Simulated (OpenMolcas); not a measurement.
# CH5AlN− (SMILES C=[N][AlH3-]) at 6 levels

Wanted: a comparison of 6 runs (HF/STO-3G, HF/3-21G, HF/def2-SVP, PBE0/def2-SVP, B2PLYP/6-311G**, CCSD(T)/ANO-XS-MB) of CH5AlN−. 

The calculation is run with OpenMolcas 26.06.

3 further runs of the same task are left out: 1 that didn't finish, 2 set aside as unsound or not needed.

### Step 1. The structure to begin with

The species is CH5AlN− (8 atoms), meant as a singlet with charge -1. SMILES: `C=[N][AlH3-]`. Geometry: a GFN2-xTB relaxation, a rough one for these elements and not checked as a minimum.

Bond lengths: C1–N2 1.233 Å, N2–Al3 1.838 Å, C1–H4 1.113 Å, C1–H5 1.113 Å, Al3–H6 1.618 Å, Al3–H7 1.618 Å, Al3–H8 1.618 Å. Angles: C1–N2–Al3 176.8°, N2–C1–H4 124.2°, N2–C1–H5 123.8°, N2–Al3–H6 107.6°, N2–Al3–H7 110.5°, N2–Al3–H8 107.7°, H4–C1–H5 112.0°, H6–Al3–H7 110.1°, H6–Al3–H8 110.8°, H7–Al3–H8 110.1°.

### Step 2. Energy and gradient at HF/STO-3G (run 1)

Input file run.inp:

```
* CH5AlN Hartree-Fock

&GATEWAY
 BasLib=$CurrDir
 Coord
 8
 angstrom
 C       -0.801790       0.941220      -1.205740
 N       -0.209220       0.303130      -0.333330
 Al       0.624430      -0.733290       0.935160
 H       -1.404700       0.478220      -2.018860
 H       -0.795360       2.052650      -1.271550
 H        0.009940      -0.330160       2.376980
 H        0.368550      -2.304300       0.642130
 H        2.208160      -0.407470       0.875200
 Basis=STO-3G
 Group=NoSym

&SEWARD

&SCF
 Charge=-1
 Thresholds=1e-10 1e-07 1e-07 1e-05
 PrOrbitals=1

&ALASKA
```

The basis set STO-3G is read from a file made from the Basis Set Exchange's data (not shown).

Started as:

```sh
export MOLCAS_MEM=1860
pymolcas run.inp > run.log
```

The program printed:

```text
--- Start Module: gateway ---
[...]
--- Stop Module: gateway /rc=_RC_ALL_IS_WELL_ ---
[...]
      Basis functions           24
[...]
--- Start Module: scf ---
[...]
       Convergence after  14 Iterations
[...]
::    Total SCF energy                               -332.8942068632
[...]
      Total spin, S                                     0.0000000000
[...]
      Total electronic charge=   32.000000
      Total            charge=   -1.000000
[...]
      Dipole Moment (debye):
      Origin of the operator (angstrom)=    0.0808   -0.0821    0.1155
                   X= -1.2959E+00               Y=  1.4876E+00               Z= -1.9601E+00           Total=  2.7811E+00
      Center of Charge (angstrom)
[...]
--- Stop Module: scf /rc=_RC_ALL_IS_WELL_ ---
--- Start Module: alaska ---
[...]
 *              Molecular gradients               *
 **************************************************
  Irreducible representation: a
 ------------------------------------------------------------------------------------------
                              X                       Y                       Z
 ------------------------------------------------------------------------------------------
  C1                2.88871809145252E-03   -1.82075040313912E-03    4.41184254440241E-03
  N2               -7.46837515709564E-03    4.88111783974532E-03   -1.17374047323140E-02
  AL3              -1.94056868373931E-02    2.24862323012944E-02   -2.95235458978622E-02
  H4               -2.22832016241714E-03   -7.45694728589008E-03   -2.57918822599335E-03
  H5                3.20238623962280E-03    6.95318661519417E-03    4.12732537732496E-03
  H6               -1.50393404196205E-02    9.95711749939587E-03    4.12597862551123E-02
  H7               -6.12701830988605E-03   -4.29644301310885E-02   -6.62747496653410E-03
  H8                4.41776365552968E-02    7.96447356450680E-03    6.68659645850916E-04
[...]
--- Stop Module: alaska /rc=_RC_ALL_IS_WELL_ ---
[...]
```

It took 1.7 s on 1 thread of Arm Neoverse V2, shared host; peak memory 0.37 GiB.

### Step 3. Energy and forces at HF/3-21G (run 2)

Input file mol.input:

```
* CH5AlN Hartree-Fock
>>> EXPORT MOLCAS_PRINT=2

&GATEWAY
  BasLib = $CurrDir
  Coord
  8
  angstrom
  C       -0.801790       0.941220      -1.205740
  N       -0.209220       0.303130      -0.333330
  Al       0.624430      -0.733290       0.935160
  H       -1.404700       0.478220      -2.018860
  H       -0.795360       2.052650      -1.271550
  H        0.009940      -0.330160       2.376980
  H        0.368550      -2.304300       0.642130
  H        2.208160      -0.407470       0.875200
  Basis = 3-21G
  Group = NoSym

&SEWARD

&SCF
  Charge = -1
  Thresholds = 1e-10 1e-07 1e-07 1e-05
  PrOrbitals = 1 1

&ALASKA
```

The basis set 3-21G is read from a file made from the Basis Set Exchange's data (not shown).

Started as:

```sh
export MOLCAS_MEM=1860
pymolcas mol.input > mol.log
```

The program printed:

```text
--- Start Module: gateway ---
[...]
--- Stop Module: gateway /rc=_RC_ALL_IS_WELL_ ---
[...]
      Basis functions           41
[...]
--- Start Module: scf ---
[...]
       Convergence after  17 Iterations
[...]
::    Total SCF energy                               -335.2680925825
[...]
      Total spin, S                                     0.0000000000
[...]
      Total electronic charge=   32.000000
      Total            charge=   -1.000000
[...]
      Dipole Moment (debye):
      Origin of the operator (angstrom)=    0.0808   -0.0821    0.1155
                   X= -2.0852E+00               Y=  2.4218E+00               Z= -3.1335E+00           Total=  4.4757E+00
      Center of Charge (angstrom)
[...]
--- Stop Module: scf /rc=_RC_ALL_IS_WELL_ ---
--- Start Module: alaska ---
[...]
 *              Molecular gradients               *
 **************************************************
  Irreducible representation: a
 ------------------------------------------------------------------------------------------
                              X                       Y                       Z
 ------------------------------------------------------------------------------------------
  C1                3.43847645505946E-03   -3.80534518964293E-03    5.46929668824703E-03
  N2                3.16633278625922E-03   -7.47843954334471E-03    4.07578596312375E-03
  AL3               2.41607204592720E-03   -1.60321358503701E-03    3.94750916364561E-03
  H4               -3.67664006692592E-03   -5.59855542781185E-03   -4.74717325076024E-03
  H5                1.74048201216466E-03    8.31822860667675E-03    1.93310582385969E-03
  H6                3.24489491734237E-03   -1.10898926498426E-03   -9.25104740868399E-03
  H7               -3.40214535520911E-04    1.18122683445989E-02   -1.03592260425076E-03
  H8               -9.98940361429890E-03   -5.35953940429323E-04   -3.91554375187481E-04
[...]
--- Stop Module: alaska /rc=_RC_ALL_IS_WELL_ ---
[...]
```

Run time: 1.9 s. Hardware: 1 thread of Arm Neoverse V2, shared host; peak memory 0.37 GiB.

Run 3 isn't shown in full; the table further down has it.

### Step 4. Energy and forces at PBE0/def2-SVP (run 4)

Input file mol.inp:

```
>>> EXPORT MOLCAS_PRINT=2
&gateway
baslib = $CurrDir
coord
8
angstrom
C       -0.801790       0.941220      -1.205740
N       -0.209220       0.303130      -0.333330
Al       0.624430      -0.733290       0.935160
H       -1.404700       0.478220      -2.018860
H       -0.795360       2.052650      -1.271550
H        0.009940      -0.330160       2.376980
H        0.368550      -2.304300       0.642130
H        2.208160      -0.407470       0.875200
basis = def2-SVP
group = NoSym
&seward
gridinput
Grid=UltraFine
End of Grid
&scf
charge = -1
ksdft = PBE0
thresholds = 1e-10 1e-07 1e-07 1e-05
prorbitals = 1 2
&alaska
```

The basis set def2-SVP is read from a file made from the Basis Set Exchange's data (not shown).

Started as:

```sh
export MOLCAS_MEM=1860
pymolcas mol.inp > mol.log
```

The program printed:

```text
--- Start Module: gateway ---
[...]
--- Stop Module: gateway /rc=_RC_ALL_IS_WELL_ ---
[...]
      Basis functions           71
[...]
--- Start Module: scf ---
[...]
       Convergence after  17 Iterations
[...]
::    Total KS-DFT energy                            -337.9187860083
[...]
      Total spin, S                                     0.0000000000
[...]
      Total electronic charge=   32.000000
      Total            charge=   -1.000000
[...]
      Dipole Moment (debye):
      Origin of the operator (angstrom)=    0.0808   -0.0821    0.1155
                   X= -2.0380E+00               Y=  2.4360E+00               Z= -3.0691E+00           Total=  4.4166E+00
      Center of Charge (angstrom)
[...]
--- Stop Module: scf /rc=_RC_ALL_IS_WELL_ ---
[...]
--- Start Module: alaska ---
[...]
 *              Molecular gradients               *
 **************************************************
  Irreducible representation: a
 ------------------------------------------------------------------------------------------
                              X                       Y                       Z
 ------------------------------------------------------------------------------------------
  C1               -1.55014380547502E-03    1.80581764353605E-03   -2.00535893904608E-03
  N2               -2.68466083424057E-03   -1.89637051758962E-03   -4.38739567604118E-03
  AL3               9.44469542014659E-04    1.07843307847144E-03    1.59891187133265E-03
  H4                6.20620380741821E-03    3.08468211280810E-03    8.51050083755966E-03
  H5                1.04070774503372E-03   -1.01702716579375E-02    2.19208962576317E-03
  H6                2.53763924052164E-03   -1.25015467813994E-03   -5.42767584268056E-03
  H7               -3.12104326893659E-04    8.18215165383940E-03   -8.18406234558089E-04
  H8               -6.18211136839619E-03   -8.34287634988384E-04    3.37334357736890E-04
[...]
--- Stop Module: alaska /rc=_RC_ALL_IS_WELL_ ---
[...]
```

It took 21 s on 1 thread of Arm Neoverse V2, shared host; peak memory 0.42 GiB.

Run 5 isn't shown in full; the table further down has it.

### Step 5. The energy at CCSD(T)/ANO-XS-MB (DKH2) (run 6)

Input file job.input:

```
&gateway
  coord
  8
  angstrom
  C       -0.801790       0.941220      -1.205740
  N       -0.209220       0.303130      -0.333330
  Al       0.624430      -0.733290       0.935160
  H       -1.404700       0.478220      -2.018860
  H       -0.795360       2.052650      -1.271550
  H        0.009940      -0.330160       2.376980
  H        0.368550      -2.304300       0.642130
  H        2.208160      -0.407470       0.875200
  basis=ANO-XS-MB
  group=NoSym

&seward
  relativistic=R02E00

&scf
  charge=-1
  prorbitals=1 1

&rasscf
  fileorb=$Project.ScfOrb
  spin=1
  nactel=0 0 0
  inactive=16
  ras2=0
  outorbitals=Canonical
  orblisting=Nothing

&motra
  jobiph
  frozen=7

&ccsdt
  cct
  triples=2
  iterations=50
  extrapolation=5 4
```

Started as:

```sh
export MOLCAS_MEM=1860
pymolcas job.input > job.log
```

The program printed:

```text
--- Start Module: gateway ---
[...]
--- Stop Module: gateway /rc=_RC_ALL_IS_WELL_ ---
[...]
      Basis functions           24
[...]
       Convergence after  13 Iterations
[...]
::    Total SCF energy                               -337.3460539416
[...]
      Total spin, S                                     0.0000000000
[...]
      Number of active orbitals                  0
[...]
      Spin quantum number                      0.0
[...]
      Active orbitals                            0
[...]
      Number of CSFs                             1
[...]
      Number of root(s) required                 1
[...]
      Convergence after  4 iterations
[...]
      Natural orbitals and occupation numbers for root  1
      ************************************************************************************************************************
      *                                                    Final results                                                     *
      ************************************************************************************************************************
[...]
::    RASSCF root number  1 Total energy:   -337.34605394
[...]
      Total electronic charge=   32.000000
      Total            charge=   -1.000000
[...]
      Dipole Moment (debye):
      Origin of the operator (angstrom)=    0.0808   -0.0821    0.1155
                   X= -1.3825E+00               Y=  1.7035E+00               Z= -2.0994E+00           Total=  3.0366E+00
      Center of Charge (angstrom)
[...]
--- Start Module: motra ---
[...]
      *** WARNING: Default frozen orbitals is overwritten by user input.
      *** Default values:   4
[...]
--- Stop Module: motra /rc=_RC_ALL_IS_WELL_ ---
--- Start Module: ccsdt ---
[...]
      Convergence after                    13  Iterations
      Total energy (diff) :    -337.52107369      -0.00000008
[...]
 METHOD                       : CCSD+T(CCSD)+<T3(1)WT1> = CCSD(T)
[...]
       CCSD     =      -337.5210736910975
[...]
--- Stop Module: ccsdt /rc=_RC_ALL_IS_WELL_ ---
[...]
```

Wall time 2.3 s (1 thread of Arm Neoverse V2, shared host); peak memory 0.37 GiB.

### Step 6. All runs side by side

| run | level | integration grid | task | energy (Eh) | HOMO energy (eV) | LUMO energy (eV) | HOMO–LUMO gap (eV) | wall time |
| --- | --- | --- | --- | --- | --- | --- | --- | --- |
| 1 | HF/STO-3G | – | gradient | -332.894207 | -0.39 | 15.43 | 15.83 | 1.7 s |
| 2 | HF/3-21G | – | gradient | -335.268093 | -3.68 | 9.18 | 12.85 | 1.9 s |
| 3 | HF/def2-SVP | – | gradient | -336.989439 | -4.04 | 8.68 | 12.72 | 4.2 s |
| 4 | PBE0/def2-SVP | UltraFine | gradient | -337.918786 | -0.68 | 4.60 | 5.27 | 21 s |
| 5 | B2PLYP/6-311G** | UltraFine | energy | -338.108245 | -2.00 | 5.84 | 7.83 | 24 s |
| 6 | CCSD(T)/ANO-XS-MB (DKH2) | – | energy | -337.524233 | -4.63 | 9.68 | 14.31 | 2.3 s |

### Step 7. Results

| quantity | value |
| --- | --- |
| run 6: total energy | -337.52423 Eh |
| run 6: HOMO energy (Hartree–Fock orbitals) | -4.63 eV |
| run 6: LUMO energy (Hartree–Fock orbitals) | 9.68 eV |
| run 6: HOMO–LUMO gap (to an unbound level, set by the basis) | 14.31 eV |
| run 6: correlation energy (7 core orbitals frozen) | -178.2 mEh |
| run 6: (T) correction | -3.16 mEh |

Over runs 1, 2, 3, 4, 5 the HOMO–LUMO gap runs from 5.27 eV (PBE0/def2-SVP) to 15.83 eV (HF/STO-3G). The two ends differ in method and basis. The empty levels of an anion lie above zero and hang on the basis. For B2PLYP the log adds the whole second-order term; the table takes 0.27 of it, as the functional is defined. Totals of different functionals can't be ranked against each other. Some runs of one species differ in core potentials or relativity; totals across that change don't compare. In runs 1, 6 the basis is minimal, so the values are rough. All runs together took 55 s, the longest 24 s.
